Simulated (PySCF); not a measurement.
Gas-phase reaction: AlOH + O → AlO + OH

Energies from PySCF (xtb for GFN2), thermal terms from the rigid-rotor harmonic-oscillator model, ideal gas at 1 bar. 'Table' is the NASA 1993 thermochemical table (part measured, part estimated). S°(298 K) at PBE0/def2-TZVP differs from the NASA 1993 table for AlOH (+24 J/mol/K); whether the harmonic model or the table's entry is off was not settled. † marks an energy on the PBE0/def2-TZVP geometry and frequencies; other levels use their own. Open shells (unrestricted): O (multiplicity 3, electronic degeneracy 9), AlO (multiplicity 2), OH (multiplicity 2, electronic degeneracy 4); the rest are closed-shell singlets. GFN2 has no spin-polarisation term. Spin-orbit splitting is ignored; it lowers the true energy and changes the entropy of O, OH. The harmonic model lacks anharmonicity and excited electronic states, which grow with temperature; levels with a mode under 35 cm⁻¹ are left out. Soft modes under 120 cm⁻¹ make the harmonic entropy rough for AlOH. The table's entry may be an old estimate for AlOH, AlO, OH (not checked at source).

```json
[
 {"level": "table", "ΔH°(298 K), kJ": "37.0", "minus table": "-", "ΔG°(800 K), kJ": "16.1"},
 {"level": "BLYP/def2-TZVP†", "ΔH°(298 K), kJ": "-4.3", "minus table": "-41.3", "ΔG°(800 K), kJ": "-1.5"},
 {"level": "GFN2-xTB", "ΔH°(298 K), kJ": "-247.5", "minus table": "-284.5", "ΔG°(800 K), kJ": "-263.2"},
 {"level": "M06-2X/def2-TZVP†", "ΔH°(298 K), kJ": "59.9", "minus table": "22.9", "ΔG°(800 K), kJ": "62.7"},
 {"level": "PBE/def2-SVP", "ΔH°(298 K), kJ": "12.0", "minus table": "-25.0", "ΔG°(800 K), kJ": "3.0"},
 {"level": "PBE/def2-TZVP†", "ΔH°(298 K), kJ": "-5.0", "minus table": "-42.0", "ΔG°(800 K), kJ": "-2.3"},
 {"level": "PBE0/def2-QZVP†", "ΔH°(298 K), kJ": "37.2", "minus table": "0.2", "ΔG°(800 K), kJ": "40.0"},
 {"level": "PBE0/def2-SVP†", "ΔH°(298 K), kJ": "59.5", "minus table": "22.5", "ΔG°(800 K), kJ": "62.2"},
 {"level": "r2SCAN/def2-TZVP†", "ΔH°(298 K), kJ": "9.1", "minus table": "-27.9", "ΔG°(800 K), kJ": "11.8"},
 {"level": "LDA/def2-TZVP†", "ΔH°(298 K), kJ": "-12.3", "minus table": "-49.3", "ΔG°(800 K), kJ": "-9.6"},
 {"level": "ωB97M-V/def2-TZVP†", "ΔH°(298 K), kJ": "56.6", "minus table": "19.6", "ΔG°(800 K), kJ": "59.3"},
 {"level": "ωB97X-V/def2-TZVP†", "ΔH°(298 K), kJ": "50.0", "minus table": "13.0", "ΔG°(800 K), kJ": "52.7"}
]
```
